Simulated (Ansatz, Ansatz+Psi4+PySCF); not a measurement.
```yaml
atoms:
  - { symbol: S, position_ang: [0.0000, 0.0000, 0.0793] }
  - { symbol: H, position_ang: [0.0000, 0.9379, -0.8056] }
  - { symbol: H, position_ang: [0.0000, -0.9379, -0.8056] }
```

Basis set: cc-pVTZ on H; cc-pV(T+d)Z on S (spherical functions). Left uncorrelated: 5 orbitals. Charge 0, multiplicity 1.

Computed with Ansatz (development build ahead of 0.2.0); each method stands on the lowest determinant of its kind that the runs found. Restricted open shells among the atoms or ions are ROHF, correlated in semicanonical orbitals with singles.

The atomization energy at this shape (free ground-state atoms in the same class of orbitals less the molecule, no zero-point energy) of singlet H2S:

| method | atomization energy |
| --- | --- |
| RHF-CCSD(T) | 739.5 kJ/mol |
| RHF-MP2 | 726.4 kJ/mol |

What does RHF give?

552.3 kJ/mol.
